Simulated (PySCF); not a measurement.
Molecule: ammonium (SMILES [NH4+]).

Numbering as in the mapped SMILES `[NH4+:1]` (H(Xn): hydrogen on atom n).

Spin–spin couplings on one PBE0-D3(BJ)/def2-SVP geometry, PySCF, gas phase, non-relativistic, equivalent pairs averaged; isotopes 15N, 1H; functional B3LYP.

How do the couplings (Hz) change with the basis set? Times are CPU seconds on shared hosts with different chips, so compare them loosely. Far from the basis limit: 6-31G*, pcJ-0, 6-31G-J, def2-TZVP, cc-pVTZ.

Answers


```
    basis set  functions  1J(N1,H(N1))  2J(H(N1),H(N1))  core-s
       6-31G*         22         -76.2            -14.3     0.4
        pcJ-0         25         -65.7            -13.7     0.4
      6-31G-J         28         -83.6            -16.9     0.4
    def2-TZVP         55         -75.2            -12.6     0.8
        pcJ-1         67         -81.2            -13.3     1.2
      cc-pVTZ         86         -71.1            -11.3     1.1
aug-cc-pVTZ-J        126         -82.0            -13.1     1.5
        pcJ-2        147         -81.1            -12.8     1.9
```

The Fermi-contact term samples the wavefunction at the nucleus, which is why sets with added tight s functions (names with J) are made for couplings.
